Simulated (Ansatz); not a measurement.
Ansatz (a first-principles code) input (PBE0/d-aug-cc-pVTZ): A basis named .json is the Basis Set Exchange file of that set (core-valence sets with the plain set on hydrogen).

Ansatz 0.2 input:
```yaml
crystal:
  periodic: [false, false, false]
  atoms:
    - {symbol: C, position_ang: [-0.00000000, -0.00000000, -0.59839493]}
    - {symbol: C, position_ang: [0.00000000, 0.00000000, 0.59839493]}
    - {symbol: H, position_ang: [0.00000000, 0.00000000, 1.66106699]}
    - {symbol: H, position_ang: [-0.00000000, -0.00000000, -1.66106699]}
basis:
  gaussian:
    orbitals: d-aug-cc-pVTZ.json
hamiltonian:
  xc: {name: PBE0}
output: {forces: true}
magnetization: {spin_polarized: false}
```

Output:

```
Functional definition: PBE0
integrals: 0.04 GiB planned
590 factors; their error is unknown
mean field: 0.66 GiB planned
mean field evaluation 1: about -2097.8087 eV, gradient 4.4e1 eV
mean field evaluation 2: about -2097.6555 eV, gradient 4.2e1 eV
mean field evaluation 4: about -2102.2384 eV, gradient 1.1e-1 eV
mean field evaluation 8: about -2102.2373 eV, gradient 8.0e-3 eV
mean field -2102.23734277 eV, -77.2557973993 hartree, gradient 5.0e-5 eV, S^2 0.000000; 0 other end points of the search recorded, 0 dependent functions left out
the calculation of the forces begins
reference -2102.23737509 eV, -77.2557985869 hartree; 7, 7 occupied and 181, 181 virtual orbitals, 590 factors
Total energy: -2102.23737509 eV, -77.2557985869 hartree
Atom 0 at    -0.000000    -0.000000    -0.598395 Å, force     0.000000     0.000000     0.069776 eV/Å
Atom 1 at     0.000000     0.000000     0.598395 Å, force    -0.000000     0.000000    -0.069776 eV/Å
Atom 2 at     0.000000     0.000000     1.661067 Å, force     0.000000    -0.000000     0.052452 eV/Å
Atom 3 at    -0.000000    -0.000000    -1.661067 Å, force     0.000000    -0.000000    -0.052452 eV/Å
Dipole moment:     0.000000     0.000000    -0.000000 e Å
```
